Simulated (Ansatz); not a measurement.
Molecule: C₂H₃ (charge +1, singlet). 
Geometry from a B3LYP-D3(BJ)/def2-TZVP (Ansatz, a quantum-chemistry and plane-wave program) optimisation:
```xyz
5

C      0.6664    -0.0823     0.0295
C     -0.5746     0.0710    -0.0254
H      1.7385    -0.2147     0.0769
H     -1.0222     1.0180    -0.3653
H     -1.2665    -0.7354     0.2640
```
Charge +1, spin multiplicity 1.

Basis-set convergence of Hartree-Fock and MP2 correlation energies (hartree) with Ansatz. Cores are frozen in the correlated levels unless marked. Spin-orbit coupling is left out. Non-relativistic.

The T1 diagnostic of CCSD in the largest basis is 0.026, which is high, so the coupled-cluster rows are less sure than usual.

```csv
basis,functions,E(HF),"E(corr, MP2)"
def2-SVP,43,-77.02626,-0.23029
def2-TZVPP,104,-77.11768,-0.27785
def2-QZVPP,204,-77.12117,-0.29638
```

Extrapolating the two largest sets (X = 3 and 4) as X^-3: E(corr) = (64·(-0.29638) - 27·(-0.27785))/37 = -0.3099 Eh, an estimate of the basis-set limit. The largest set recovers 95.6 % of it, the smallest 74.3 %.
